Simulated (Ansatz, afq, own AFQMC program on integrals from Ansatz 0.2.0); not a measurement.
Two steps: Ansatz 0.2.0 writes the Fock matrix and Cholesky factors of the valence space, and afq projects on them the lowest state that overlaps trial and start.

```yaml
crystal:
  periodic: [false, false, false]
  atoms:
    - {symbol: F, position_ang: [-1.599903, -1.271452, 2.105996]}
    - {symbol: C, position_ang: [-1.313297, -1.141640, 0.804484]}
    - {symbol: F, position_ang: [-2.435595, -0.808825, 0.170805]}
    - {symbol: F, position_ang: [-0.925651, -2.332130, 0.351483]}
    - {symbol: C, position_ang: [-0.233993, -0.094205, 0.627217]}
    - {symbol: O, position_ang: [0.052065, 0.034000, -0.721937]}
    - {symbol: Ge, position_ang: [1.380566, 1.090249, -1.293170]}
    - {symbol: H, position_ang: [-0.618269, 0.839393, 1.083051]}
    - {symbol: H, position_ang: [0.632606, -0.428660, 1.231019]}
    - {symbol: H, position_ang: [1.376901, 0.908491, -2.811776]}
    - {symbol: H, position_ang: [1.069969, 2.540083, -0.872258]}
    - {symbol: H, position_ang: [2.691702, 0.609496, -0.640813]}
basis:
  gaussian: {orbitals: def2-SVP}
magnetization: {spin_polarized: false}
correlation: {method: ccsd_t, electrons: outside_noble_gas, hamiltonian_folder: ham}
```

```sh
$ ansatz run in.yaml --threads 1 --pin off --events-out ev --progress --plain --max-ram 24576MiB --backend cuda --devices 0, --max-vram 18GiB
```

Options of the walk:

```
--method phaseless --trial cisd --walkers 1100 --populations 20 --least-time 60 --time-step 0.005 --steps-per-block 50 --equilibration-blocks 28 --max-blocks 4000 --target-error 0.0004 --factor-cut 1e-05 --seed 5040 --release-times 0.21,0.42,0.63,0.9 --release-step 0.03 --release-every 5 --taylor-order 6
```

Times are imaginary, in 1/Eh. The walk had a cap of 256 s. With eight or more populations the least sampling time is a fifth of least-time, and the error comes from their spread. Filled inner d shells are frozen with the cores.

afq prints:

```
orbitals 121  electrons 22 22  factors 1040 of 1381
reference energy -2526.58943061 Eh
CCSD correlation -1.14273360 Eh in 12 cycles, weight of the determinant in the CISD state 0.7490
energy of the start -2527.732156 Eh
 block  time / (1/Eh)  mean weight  energy / Eh
     1     0.250  0.9981  -2527.680473
     2     0.500  0.9990  -2527.709419
     3     0.750  0.9992  -2527.730171
     4     1.000  0.9998  -2527.752516
     5     1.250  1.0008  -2527.754197
     9     2.250  0.9988  -2527.762804
    15     3.750  1.0001  -2527.763661
    23     5.750  1.0004  -2527.764528
    31     7.750  0.9987  -2527.755265
    39     9.750  0.9999  -2527.754820
    43    10.750  1.0005  -2527.750970
    47    11.750  0.9998  -2527.757675
    55    13.750  1.0003  -2527.760377
    63    15.750  0.9993  -2527.767062
    71    17.750  1.0008  -2527.762436
    79    19.750  1.0010  -2527.755765
    87    21.750  1.0002  -2527.770400
    95    23.750  1.0000  -2527.764598
   103    25.750  0.9998  -2527.756713
   109    27.250  1.0013  -2527.762137
error from the spread of 20 populations
released: time / (1/Eh)  energy / Eh  error  mean overlap
  0.21  -2527.761417  0.001156  0.9918
  0.42  -2527.761664  0.001356  0.9860
  0.63  -2527.760831  0.001584  0.9855
  0.90  -2527.761360  0.001972  0.9854
energy -2527.760576 +/- 0.000825 Eh
(rows thinned)
```

The run passed its tests (sampling time, drift between the halves within three errors, error under three times the target), which doesn't prove that it has relaxed, ending at its cap on processor time.

Against this walk (error 22.4 meV) on the same determinant: CCSD(T) 87.7 meV higher. The error is statistical and leaves out the bias of the constraint. None of these is a sure reference here. Released to 0.63 1/Eh the energy moves by -7 ± 49 meV (both errors), within twice the noise.

Cautions: constraint bias not in the error; error above the target (22.4 against 10.9 meV); no relativity below Rb; no spin-orbit coupling; inner d shell frozen.

The walk took 4.3 min on 1 × NVIDIA H100 80GB HBM3 with 2 threads of AMD EPYC 7R13 Processor (Zen 3) (shared host) (the card was shared). The log's last line is the phaseless energy.
